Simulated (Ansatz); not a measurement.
B(CO)H3 (CH₃BO). Charge 0, multiplicity 3. Geometry PBE-D4/def2-TZVP, that of the neutral singlet.

| atom | x (Å) | y (Å) | z (Å) |
| --- | --- | --- | --- |
| B1 | -0.088 | -0.172 | -0.496 |
| C2 | 0.161 | 0.327 | 0.901 |
| O3 | 0.351 | 0.694 | 1.967 |
| H4 | 0.834 | -0.931 | -0.726 |
| H5 | -0.090 | 0.815 | -1.205 |
| H6 | -1.168 | -0.732 | -0.442 |

At PBE0-D4/def2-TZVP a singlet of charge 0 lies 6.05 eV below the triplet at the same geometry.

Problem. Estimate the α-spin orbital energies around the gap (eV) in Ansatz with PBE-D4/def2-TZVP, r2SCAN-D4/def2-TZVP, PBE0-D4/def2-TZVP.

Solution. 
```
orbital  PBE-D4/def2-TZVP  r2SCAN-D4/def2-TZVP  PBE0-D4/def2-TZVP
 HOMO−5            -11.70               -12.34             -13.68
 HOMO−4            -11.21               -11.48             -12.69
 HOMO−3            -10.56               -11.13             -12.50
 HOMO−2             -9.85               -10.39             -11.57
 HOMO−1             -9.06                -9.41             -10.50
   HOMO             -2.26                -2.56              -3.56
   LUMO             -1.67                -1.36              -0.40
 LUMO+1              0.21                 0.89               0.87
 LUMO+2              1.43                 2.31               1.99
 LUMO+3              1.84                 2.78               2.39
 LUMO+4              1.85                 2.80               2.42
 LUMO+5              2.57                 3.14               3.43
 β HOMO             -8.68                -8.97             -10.00
 β LUMO             -8.35                -8.19              -7.52
```
